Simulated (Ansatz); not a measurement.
Geometry optimisation, RKS PBE0/6-31G* in Ansatz 0.2.0.

Input file:

```yaml
crystal:
  periodic: [false, false, false]
  atoms:
    - { symbol: Si, position_ang: [0.0, 0.0, 0.0] }
    - { symbol: "N", position_ang: [0.0, 0.0, 2.17] }
    - { symbol: H, position_ang: [-0.877, -0.2713, 2.7] }
    - { symbol: H, position_ang: [0.877, 0.2713, 2.7] }
    - { symbol: H, position_ang: [1.3768, 0.0, -0.4862] }
    - { symbol: H, position_ang: [-0.6877, 1.1914, -0.4862] }
    - { symbol: H, position_ang: [-0.6877, -1.1914, -0.4862] }
    - { symbol: Si, position_ang: [1.3153, -1.9973, 0.7946] }
    - { symbol: H, position_ang: [0.4966, -3.1999, 0.6724] }
    - { symbol: H, position_ang: [2.5185, -2.1437, -0.0193] }
    - { symbol: H, position_ang: [1.6939, -1.807, 2.1918] }
    - { symbol: H, position_ang: [0.6855, -1.0409, 1.9718] }
basis:
  gaussian: { orbitals: "6-31G*" }
hamiltonian:
  xc: pbe0
relax:
  f_tol: 0.15
  max_steps: 25
  restrain:
    - { distance: [0, 7], at: 3.42, k: 30.0 }
    - { distance: [11, 1], at: 2.26, k: 30.0 }
    - { distance: [0, 1], at: 1.82, k: 30.0 }
    - { distance: [11, 7], at: 1.46, k: 30.0 }
```

Launched with:

```bash
$ ansatz run input.yaml --threads 1 --pin off --max-ram 2048MiB --backend cpu --events-out ev --progress --plain --runs-dir out
```

Problem. Where does it end, and by what steps?

Solution. The forces met the threshold. The restraints hold the end off the free minimum. After 10 steps the energy has fallen by 4.928 eV (the restraints' own energy left out); H11 moved furthest, 1.46 Å. Parted: Si1–Si8 (2.52 → 3.43 Å).

| step | energy less start (eV) | largest force component (eV/Å) | accepted |
| --- | --- | --- | --- |
| 0 | 0.0000 | 2.665 | yes |
| 1 | 0.3068 | 3.173 | yes |
| 2 | -0.1285 | 4.106 | yes |
| 3 | -1.5517 | 2.592 | yes |
| 4 | -2.8121 | 1.803 | yes |
| 5 | -3.6525 | 1.511 | yes |
| 6 | -4.2562 | 1.057 | yes |
| 7 | -4.5964 | 0.638 | yes |
| 8 | -4.7818 | 0.800 | yes |
| 9 | -4.8856 | 0.972 | yes |
| 10 | -4.9276 | 1.166 | yes |

```xyz
12
Properties=species:S:1:pos:R:3
Si -0.122 0.296 0.157
N -0.283 0.598 1.904
H -1.149 0.375 2.381
H 0.511 0.453 2.509
H 1.311 0.501 -0.177
H -0.955 1.270 -0.601
H -0.548 -1.065 -0.283
Si 1.576 -2.514 1.164
H 0.691 -3.660 0.820
H 2.310 -2.076 -0.053
H 2.575 -2.973 2.181
H 0.795 -1.397 1.722
```

The run took 38 s on 1 thread of Arm Neoverse V2, on a shared host, peak memory 0.14 GiB.
